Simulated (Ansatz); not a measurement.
# BFO: the cost of one run

Computed with Ansatz 0.2.0, Gaussian basis. Level: def2-QZVPP, core rule «outside noble gas», up to 3 orbitals frozen.

Plan: UHF; ROHF; CCSD(T) on UHF.

2 further runs of the same task are left out: 2 set aside as unsound or not needed.

### Step 1. The system

The geometry is a PBE0/def2-TZVP stationary point (not a proven minimum).

3 atoms, charge 0, spin multiplicity 3.

Atoms are counted from 1 here; the program's logs count them from 0.

Bond lengths: B1–O2 1.371 Å, B1–F3 1.310 Å. Angles: O2–B1–F3 114.8°.

Coordinates:

```xyz
3
charge 0, multiplicity 3
B     0.00000   -0.55107    0.04911
O     0.00000    0.17559    1.21124
F     0.00000    0.16571   -1.04798
```

### Step 2. UHF

Contents of in.yaml:

```yaml
crystal:
  periodic: [false, false, false]
  atoms:
    - {symbol: B, position_ang: [0.000000, -0.551074, 0.049105]}
    - {symbol: O, position_ang: [0.000000, 0.175594, 1.211243]}
    - {symbol: F, position_ang: [0.000000, 0.165712, -1.047985]}
basis:
  gaussian: {orbitals: "def2-QZVPP.json"}
magnetization: {spin_polarized: true, initial_magnetization: 2}
hamiltonian: {xc: hf}
output: {orbitals: {seedname: orbitals}}
```

The run is started by

```
$ ansatz run in.yaml --threads 1 --pin off --events-out ev --progress --plain --max-ram 2393MiB
```

What time and memory should one allow on 1 thread of Arm Neoverse V2, shared host?

About 5.5 s, with a peak of 0.3 GiB.
